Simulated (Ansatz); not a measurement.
# LiC+ (singlet): wave-function methods side by side at distance C1–Li2 = 3.127 Å, aug-cc-pVTZ

The task here is to estimate one member of a computed series from the others.

The runs use Ansatz 0.2.0, Gaussian basis; aug-cc-pVTZ, core rule «outside noble gas», up to 2 orbitals frozen.

The runs, in order: UHF; CCSD(T) on RHF; CCSD(T) on UHF; BCCD(T) on RHF; CCSDT(Q) on RHF; CCSDT(Q) on UHF; Full CI.

43 further runs of the same task are left out: 19 for a known fault of the program, 12 that didn't finish, 12 set aside as unsound or not needed. Runs told in other sessions of the task aren't counted.

### What is computed

The geometry derives from a PBE0/def2-TZVP stationary point (not a proven minimum). One bond is set to the value named and the two fragments are kept rigid.

2 atoms, charge 1, spin multiplicity 1.

Atoms are counted from 1 here; the program's logs count them from 0.

No contacts short enough for the rule that draws bonds.

Set-up of the first run:

The input, in.yaml:

```yaml
crystal:
  periodic: [false, false, false]
  atoms:
    - {symbol: C, position_ang: [0.000000, 0.000000, 0.000000]}
    - {symbol: Li, position_ang: [0.000000, 0.000000, 3.127000]}
basis:
  gaussian: {orbitals: aug-cc-pVTZ}
total_charge: 1
magnetization: {spin_polarized: true, initial_magnetization: 0}
hamiltonian: {xc: hf}
output: {orbitals: {seedname: orbitals}}
```

The run is started by

```sh
$ ansatz run in.yaml --threads 1 --pin off --events-out ev --progress --plain --max-ram 2393MiB
```

Among the steps run: UHF; CCSD(T) on RHF; CCSD(T) on UHF; BCCD(T) on RHF; CCSDT(Q) on RHF; CCSDT(Q) on UHF; Full CI.

One of the session's tables, all rows but one given; the rest of the session is left out.

It belongs to the step «Misses and costs». 

```
   method  from FCI (kJ/mol)
      RHF             +329.1
     RMP2             +100.5
    RCCSD              +16.9
 RCCSD(T)               +6.8
  BCCD(T)               +6.8
   RCCSDT               +4.3
RCCSDT(Q)                  ?
      FCI                  0
```

Estimate the missing values for RCCSDT(Q).

As computed: from FCI (kJ/mol): +2.0. In the column «from FCI (kJ/mol)» it lies between FCI (0) and RCCSDT (+4.3).

Left out of the table: UHF, UMP2, UCCSD, UCCSD(T), UCCSDT, UCCSDT(Q) (another determinant or state than the rows shown). UCCSDT(Q) lies 1.10 eV below the table's zero, so the state tabled may not be the lowest.
